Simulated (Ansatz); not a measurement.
# Al2F (sextet): from Hartree-Fock to the top rungs, cc-pVTZ

One table from this session's results is given with a row withheld; the runs are named, their logs left out.

Computed with Ansatz 0.2.0, Gaussian basis. Level: cc-pVTZ, core rule «outside noble gas», up to 11 orbitals frozen.

Plan: UHF; CCSD(T) on ROHF; CCSD(T) on UHF; BCCD(T) on ROHF; CCSDT(Q) on ROHF; CCSDT(Q) on UHF.

10 further runs of the same task are left out: 5 for a known fault of the program, 5 set aside as unsound or not needed.

## The geometry

The geometry is a PBE0/def2-TZVP stationary point (not a proven minimum) of the parent state, kept for this charge and spin.

3 atoms, charge 0, spin multiplicity 6.

Atoms are counted from 1 here; the program's logs count them from 0.

Bond lengths: Al1–Al2 2.338 Å, Al2–F3 1.647 Å. Angles: Al1–Al2–F3 180.0°.

The first run:

Contents of in.yaml:

```yaml
crystal:
  periodic: [false, false, false]
  atoms:
    - {symbol: Al, position_ang: [0.000000, 0.000000, 2.107800]}
    - {symbol: Al, position_ang: [0.000000, 0.000000, -0.230400]}
    - {symbol: F, position_ang: [0.000000, 0.000000, -1.877400]}
basis:
  gaussian: {orbitals: cc-pVTZ}
magnetization: {spin_polarized: true, initial_magnetization: 5}
hamiltonian: {xc: hf}
output: {orbitals: {seedname: orbitals}}
```

Launch:

```
$ ansatz run in.yaml --threads 1 --pin off --events-out ev --progress --plain --max-ram 2560MiB --backend cpu
```

Steps of the session up to this table: UHF; CCSD(T) on ROHF; CCSD(T) on UHF; BCCD(T) on ROHF; CCSDT(Q) on ROHF; CCSDT(Q) on UHF.

One of the session's tables, all rows but one given; the rest of the session is left out.

```
   method  from UCCSDT(Q) (kJ/mol)
     ROHF                        ?
      UHF                   +888.7
     RMP2                    +57.7
     UMP2                    +56.9
    RCCSD                    +32.2
    UCCSD                    +31.9
 RCCSD(T)                     +3.3
 UCCSD(T)                     +2.9
  BCCD(T)                     +3.0
   RCCSDT                     +1.6
   UCCSDT                     +1.2
RCCSDT(Q)                     +0.9
UCCSDT(Q)                        0
```

**Question.** Estimate the row for ROHF.

The run gave: from UCCSDT(Q) (kJ/mol): +891.0. In the column «from UCCSDT(Q) (kJ/mol)» it is the highest.

Caveats from the session: Restricted and unrestricted rows rest on different reference determinants; where their highest levels disagree by more than a few hundredths of an eV, they describe different states and don't form one ladder.
